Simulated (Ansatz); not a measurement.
**A relaxation, step by step**

CH₃ClF (charge -1), closed shell, PBE0-D4/def2-TZVPD (Ansatz 0.2.0). Settings:

```yaml
hamiltonian: {xc: pbe0, dispersion: d4}
relax: {f_tol: 0.005, max_steps: 200}
```

Start, a step off a saddle point along its unstable mode:

```
atom    x (Å)    y (Å)    z (Å)
  F1  -1.0019   0.9705   1.1740
  C2  -0.1333   0.0988   0.1636
 Cl3   1.2672  -1.1473  -1.5051
  H4  -0.9375  -0.4736  -0.3011
  H5   0.2931   0.9591  -0.4083
  H6   0.5123  -0.4074   0.8769
```

```
step  energy less the last (meV)  largest force component (eV/Å)
   1                       606.9                           2.368
   2                       271.6                           1.489
   3                       246.0                           2.959
   4                         3.9                           0.205
   5                         0.9                           0.034
   6                         0.1                           0.017
   7                         0.0                           0.005
   8                         0.0                           0.001
```

Step 2, positions (Å) and forces (eV/Å):

```json
{"atom": "F1", "x": "-1.055", "y": "0.983", "z": "1.245", "Fx": "1.089", "Fy": "-1.011", "Fz": "-1.284"}
{"atom": "C2", "x": "-0.188", "y": "0.171", "z": "0.223", "Fx": "-1.307", "Fy": "1.414", "Fz": "1.489"}
{"atom": "Cl3", "x": "1.370", "y": "-1.268", "z": "-1.621", "Fx": "0.158", "Fy": "-0.150", "Fz": "-0.186"}
{"atom": "H4", "x": "-0.912", "y": "-0.444", "z": "-0.302", "Fx": "0.231", "Fy": "0.055", "Fz": "0.033"}
{"atom": "H5", "x": "0.281", "y": "0.938", "z": "-0.396", "Fx": "-0.110", "Fy": "-0.334", "Fz": "0.155"}
{"atom": "H6", "x": "0.504", "y": "-0.380", "z": "0.851", "Fx": "-0.062", "Fy": "0.026", "Fz": "-0.207"}
```

Step 6, positions (Å) and forces (eV/Å):

| atom | x | y | z | Fx | Fy | Fz |
| --- | --- | --- | --- | --- | --- | --- |
| F1 | -1.042 | 0.980 | 1.229 | -0.014 | 0.012 | 0.017 |
| C2 | -0.265 | 0.244 | 0.314 | 0.008 | -0.007 | -0.010 |
| Cl3 | 1.510 | -1.394 | -1.786 | 0.004 | -0.006 | -0.005 |
| H4 | -0.916 | -0.411 | -0.262 | 0.015 | 0.008 | 0.005 |
| H5 | 0.248 | 0.931 | -0.355 | -0.006 | -0.014 | 0.008 |
| H6 | 0.465 | -0.350 | 0.861 | -0.008 | 0.007 | -0.014 |

Step 7, positions (Å) and forces (eV/Å):

```tsv
atom	x	y	z	Fx	Fy	Fz
F1	-1.044	0.976	1.233	-0.003	0.002	0.003
C2	-0.266	0.246	0.314	0.005	-0.004	-0.005
Cl3	1.512	-1.403	-1.788	0.001	-0.002	-0.001
H4	-0.914	-0.409	-0.264	0.005	0.004	0.003
H5	0.246	0.937	-0.353	-0.003	-0.004	0.004
H6	0.466	-0.348	0.857	-0.004	0.004	-0.004
```

Last step (8):

```csv
atom,x (Å),y (Å),z (Å)
F1,-1.0451,0.9740,1.2346
C2,-0.2659,0.2473,0.3143
Cl3,1.5130,-1.4073,-1.7877
H4,-0.9130,-0.4078,-0.2653
H5,0.2439,0.9409,-0.3511
H6,0.4673,-0.3471,0.8554
```

The run took about 21 s on 2 CPU threads of an Arm Neoverse V2 (shared host).
